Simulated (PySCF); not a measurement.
All of these have the formula C4H3FO. Computed with TDDFT B3LYP/def2-SVPD, vertical, gas phase, core orbitals frozen in the response (PySCF). Geometries: GFN2-xTB; one conformer of each isolated species. Triplets are in the Tamm–Dancoff approximation.

Problem. Rank by computed lowest singlet excitation energy, highest first.
A. `CC#CC(=O)F`
B. `CC1=C(F)C1=O`
C. `C1C(=O)[C@@H](F)C=1`
D. `O=C=C/C=C/F`
E. `C#CCC(=O)F`
F. `O=C1C=C(F)C1`

Solution. E (5.67 eV), B (5.06 eV), A (4.66 eV), F (4.16 eV), C (3.75 eV), D (3.10 eV).

| SMILES | S1 (eV) | α (au) | f (S1) | HOMO (eV) | first f ≥ 0.01 (nm) | S1 mainly |
| --- | --- | --- | --- | --- | --- | --- |
| C#CCC(=O)F | 5.67 | 48.8 | 0.016 | -8.22 | 219 | H→L (78%) |
| Cc1c(F)c1=O | 5.06 | 49.2 | 0.002 | -7.18 | 182 | H→L (98%) |
| CC#CC(=O)F | 4.66 | 53.5 | 0.000 | -8.33 | 215 | H→L (99%) |
| O=C1C=C(F)C1 | 4.16 | 48.5 | 0.000 | -7.40 | 202 | H→L (98%) |
| O=C1C=C[C@@H]1F | 3.75 | 48.1 | 0.000 | -7.47 | 196 | H→L (98%) |
| O=C=C/C=C/F | 3.10 | 55.9 | 0.000 | -6.22 | 214 | H→L (98%) |

H and L stand for HOMO and LUMO.
